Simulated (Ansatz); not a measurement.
Molecular dynamics, step by step

CH2FO (charge -1), singlet, BLYP-D4/def2-SVP (Ansatz 0.2.0). Settings (timestep in fs, temperature in K, friction in 1/fs; T counts 15 degrees of freedom, while the starting velocities carry no drift of the centre of mass, so T starts below the set value):

```yaml
hamiltonian: {xc: {name: BLYP}, dispersion: d4}
md: {n_steps: 60, timestep: 0.25, temperature: 1500, ensemble: nvt_langevin, seed: 700, friction: 0.002, initial_velocities: maxwell_boltzmann}
```

Start:

```
5
angstrom
F 0.0835 -0.0596 -1.4237
C -0.0318 0.0236 0.1646
O -0.9823 0.7391 0.5676
H -0.0856 -1.0823 0.3440
H 1.0161 0.3793 0.3474
```

```csv
step,time (fs),potential energy less the start (meV),kinetic energy (meV),T (K)
0,0.00,0.0,775.6,1200
4,1.00,3.6,738.8,1143
8,2.00,106.8,668.9,1035
12,3.00,269.3,560.0,866
16,4.00,438.2,396.3,613
20,5.00,566.4,269.1,416
24,6.00,614.2,213.4,330
28,7.00,572.0,238.8,370
32,8.00,452.9,397.8,616
36,9.00,315.3,558.0,863
40,10.00,265.6,556.7,861
44,11.00,377.5,446.7,691
48,12.00,518.8,356.7,552
52,13.00,427.6,453.2,701
56,14.00,225.6,663.1,1026
60,15.00,161.7,738.0,1142
```

Step 4, positions (Å) and forces (eV/Å):

```json
{"atom": "F1", "x": "0.086", "y": "-0.052", "z": "-1.427", "Fx": "-0.041", "Fy": "-0.245", "Fz": "-0.420"}
{"atom": "C2", "x": "-0.039", "y": "0.019", "z": "0.178", "Fx": "0.527", "Fy": "0.874", "Fz": "-0.893"}
{"atom": "O3", "x": "-0.985", "y": "0.733", "z": "0.564", "Fx": "-0.510", "Fy": "0.428", "Fz": "0.606"}
{"atom": "H4", "x": "-0.086", "y": "-1.093", "z": "0.366", "Fx": "0.268", "Fy": "-0.742", "Fz": "0.231"}
{"atom": "H5", "x": "1.077", "y": "0.400", "z": "0.281", "Fx": "-0.243", "Fy": "-0.315", "Fz": "0.476"}
```

Step 12, positions (Å) and forces (eV/Å):

```tsv
atom	x	y	z	Fx	Fy	Fz
F1	0.089	-0.034	-1.435	-0.309	-0.473	-0.308
C2	-0.051	0.013	0.202	2.212	0.265	-1.846
O3	-0.990	0.721	0.558	-0.684	0.675	0.979
H4	-0.089	-1.131	0.410	0.363	0.205	0.071
H5	1.185	0.426	0.163	-1.583	-0.672	1.105
```

Step 16, positions (Å) and forces (eV/Å):

| atom | x | y | z | Fx | Fy | Fz |
| --- | --- | --- | --- | --- | --- | --- |
| F1 | 0.091 | -0.024 | -1.440 | -0.397 | -0.555 | -0.254 |
| C2 | -0.055 | 0.010 | 0.213 | 2.565 | -0.121 | -2.184 |
| O3 | -0.993 | 0.716 | 0.555 | -0.718 | 0.742 | 1.099 |
| H4 | -0.088 | -1.152 | 0.431 | 0.361 | 0.617 | -0.018 |
| H5 | 1.222 | 0.427 | 0.116 | -1.811 | -0.682 | 1.357 |

Last step (60):

```tsv
atom	x (Å)	y (Å)	z (Å)
F1	0.0851	0.0643	-1.4834
C2	-0.0421	-0.0118	0.2257
O3	-1.0653	0.6865	0.5587
H4	0.0633	-1.1285	0.5256
H5	1.0479	0.3846	0.4170
```

The run took about 30 s on 2 CPU threads of an Arm Neoverse V1 (shared host).
